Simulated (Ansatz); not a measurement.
```yaml
crystal:
  periodic: [false, false, false]
  atoms:
    - {symbol: Si, position_ang: [-2.021367, -0.634347, -0.005813]}
    - {symbol: Ge, position_ang: [-0.000201, 0.489890, 0.004093]}
    - {symbol: Si, position_ang: [2.021887, -0.632699, -0.004772]}
basis:
  gaussian: {orbitals: def2-TZVP}
magnetization: {spin_polarized: true, initial_magnetization: 2}
hamiltonian: {xc: pbe0}
relax: {f_tol: 0.004, max_steps: 80}
```

```sh
$ ansatz run in.yaml --threads 1 --pin off --events-out ev --progress --plain --max-ram 2176MiB
```

Steps of the relaxation (energy above the last step; positions in Å, forces in eV/Å):

```
3
step 1, 7.4 meV
Si   -2.021   -0.634   -0.006    0.249    0.119    0.001
Ge    0.000    0.490    0.004    0.000   -0.239   -0.002
Si    2.022   -0.633   -0.005   -0.249    0.119    0.001
```

```
3
step 2, 0.5 meV
Si   -1.996   -0.635   -0.006    0.024    0.006    0.000
Ge    0.000    0.491    0.004    0.000   -0.012    0.000
Si    1.996   -0.633   -0.005   -0.024    0.006    0.000
```

```
3
step 3, 0.4 meV
Si   -1.991   -0.636   -0.006    0.000   -0.006    0.000
Ge    0.000    0.494    0.004    0.000    0.012    0.000
Si    1.991   -0.635   -0.005    0.000   -0.006    0.000
```

```
3
step 6, 0.0 meV
Si   -1.961   -0.655   -0.006    0.001    0.000    0.000
Ge    0.000    0.531    0.004    0.000   -0.001    0.000
Si    1.962   -0.653   -0.005   -0.001    0.000    0.000
```

Close pairs at the end: Si1–Ge2 2.292 Å, Ge2–Si3 2.292 Å.

A stationary point of unrestricted PBE0 after 6 steps, with ⟨S²⟩ = 2.014 against 2.00 for a pure state; no frequencies were run, so it isn't proven a minimum. 1.8 min on 1 thread of Intel Xeon Platinum 8488C, shared host.
